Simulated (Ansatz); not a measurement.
Rock-salt TiN was calculated with PBE (PAW; Ansatz, a quantum-chemistry and plane-wave program).

The input as run:

Ansatz 0.2 input:
```yaml
crystal:
  lattice:
    - [0.0, 2.1175, 2.1175]
    - [2.1175, 0.0, 2.1175]
    - [2.1175, 2.1175, 0.0]
  atoms:
    - { symbol: Ti, position: [0.0, 0.0, 0.0] }
    - { symbol: N, position: [0.5, 0.5, 0.5] }
basis:
  ecutwfc: 520
  ecutrho_ratio: 4
  xc_grid: 2
kpoints:
  mp_grid: { grid: [22, 22, 22] }
hamiltonian:
  xc: pbe
  dispersion: none
  pseudopotentials: { kind: paw }
scf:
  occupations: { method: fermi_dirac, width: 0.05 }
  convergence: { dr2_threshold: 0.0000000002 }
output:
  forces: true
  stress: true
  eigenvalues: true
```

Task: How many irreducible k-points, plane waves at Γ does the program set up, and what pressure does the run end with?

Result: 328 irreducible k-points, 531 plane waves at Γ; P = 2.39 GPa, so the cell is compressed on average and its volume would grow at this level.

Excerpt of the program's output:

```
Crystal: 2 atoms, lattice volume = 18.989 Å³
Basis set: ecut = 520 eV, 531 PW (Γ), exchange–correlation on 48×48×48 points (8 copies of the dense FFT grid, shifted against one another)
Bands: 13, of which v1, the nominal top of the filled ones, is band 9 counted from 1 (8 counted from 0)
Symmetry: 48 space group operations
Space group: Fm-3m (ITA 225), of the structure as read, at distance tolerance 2.7e-5 Å
k-points: 328 of 10648
Functional: x = pbe(κ = 0.804, μ = 0.2195149727645171), c = pbe(β = 0.06672455060314922)
SCF iter   1: F=—  HF=-2887.116019 eV  |F-HF|=—  |Δ(HF+E_count)|=         —  Δρ=1.67e-3  dr2=2.37e-4
SCF iter   2: F=—  HF=-2887.115917 eV  |F-HF|=—  |Δ(HF+E_count)|=   1.02e-4  Δρ=1.03e-3  dr2=1.28e-4
  ...
SCF iter   6: F=—  HF=-2887.115959 eV  |F-HF|=—  |Δ(HF+E_count)|=   3.57e-9  Δρ=1.23e-6  dr2=2.14e-10
SCF iter   7: F=-2887.115959 eV  HF=-2887.115959 eV  |F-HF|=9.09e-13  |Δ(HF+E_count)|=  3.14e-11  Δρ=1.49e-7  dr2=2.62e-12
SCF 1 converged in 7 iterations: F = -2887.115959 eV  dr2 = 2.62e-12
SCF converged after 7 iterations
Free energy (F): -2887.115959 eV
Internal energy: -2887.108693 eV  (E = F + TS)
E sigma→0 (E₀):  -2887.112326 eV
Fermi energy:    17.222883 eV
--- Forces (eV/Å), atoms counted from 1 ---
  atom   1  Ti    -0.00000000     0.00000000    -0.00000000
  atom   2  N      0.00000000    -0.00000000    -0.00000000
--- Stress (GPa, compression-positive) ---
        2.386548       0.000000       0.000000
        0.000000       2.386548      -0.000000
        0.000000       0.000000       2.386548
  P = ⅓ Tr σ = 2.3865 GPa (23.865 kbar)
```

Note: cell and atoms aren't relaxed at this level (pressure 2.4 GPa).
